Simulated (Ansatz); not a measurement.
## How far each method lies from full CI for SiO⁺, quartet

Geometry: a PBE0/def2-TZVP stationary point for this spin.

```tsv
atom	x (Å)	y (Å)	z (Å)
Si	0.0000	0.0000	0.0000
O	0.0000	0.0000	1.7135
```

Basis 6-31G; Ansatz 0.2.0. Correlated methods freeze the noble-gas cores, which leaves 9 electrons in 16 orbitals. Prefix R: restricted or restricted open-shell reference; prefix U: unrestricted. Active spaces: pair = (5e, 5o) about the gap; valence = (9e, 8o) chosen from the atoms' valence shells.

Full CI is exact within this basis and frozen core; it isn't the basis-set limit. The frozen core follows each run's orbitals, which can shift R against U totals by a few meV.

For open shells CISD and CISDTQ are restricted-active-space CI with the open shells as a complete middle space. The determinant fills πx and πy unequally, so it is a mixture of Σ and Δ, which weighs on every level built on one determinant.

```
UHF ⟨S²⟩                          : 3.794
T1 diagnostic (RCCSD)             : 0.0385
largest doubles amplitude (RCCSD) : 0.140
T1 diagnostic (UCCSD)             : 0.0384
```

```tsv
level	E − E(full CI) (kJ/mol)	share of correlation (%)	wall time
RHF	375.2	0.00	–
UHF	350.1	6.69	–
RMP2	76.4	79.64	–
UMP2	92.5	75.35	–
CISD	47.0	87.46	0.72 s
RCCSD	37.8	89.93	–
UCCSD*	35.9	90.43	–
RCCSD(T)	23.6	93.72	1.1 s
UCCSD(T)*	25.0	93.35	1.1 s
BCCD(T)	24.5	93.47	1.1 s
RCCSDT*	4.5	98.80	–
UCCSDT*	3.8	99.00	–
CISDTQ	2.2	99.42	7 s
RCCSDT(Q)*	-0.6	100.16	3.5 s
UCCSDT(Q)*	-1.1	100.30	5.5 s
RCCSDTQ*	0.4	99.89	26 s
UCCSDTQ*	0.3	99.93	40 s
CASSCF (valence space)	194.6	48.13	–
NEVPT2 (valence space)	39.9	89.38	1.2 s
MRCISD (valence space)	8.9	97.64	–
MRCISD+Q (valence space)	3.8	99.00	1.8 s
```

An asterisk marks runs whose energy the program itself flagged as in doubt.

The correlation energy at full CI, counted from RHF, is -3.889 eV. That run took 17 s on 1 thread of Intel Xeon 6975P-C, shared host over 1,120,064 determinants.

Run but not shown, since their state, orbitals or frozen core can't be matched to the reference's or they repeat it: CASSCF (pair space), NEVPT2 (pair space), MRCISD (pair space), MRCISD+Q (pair space).

Times hold each run's SCF and search for its determinant on a shared host, so for small cases they say little of a method's own cost; they ran on 1 thread of Intel Xeon 6975P-C.

Not variational, and here over 5 meV under the exact energy: RCCSDT(Q), UCCSDT(Q).

The full-CI state has the irrep A1 of C2v, in the program's axes (one component, if the state is degenerate).

Natural occupations of full CI about the gap: 1.986 1.929 1.469 1.466 1.014 0.528 0.525 0.041 0.011 0.011; effectively unpaired electrons, Σ n²(2−n)², 3.45. No single determinant describes this state well, so single-reference rows can miss without a flag.
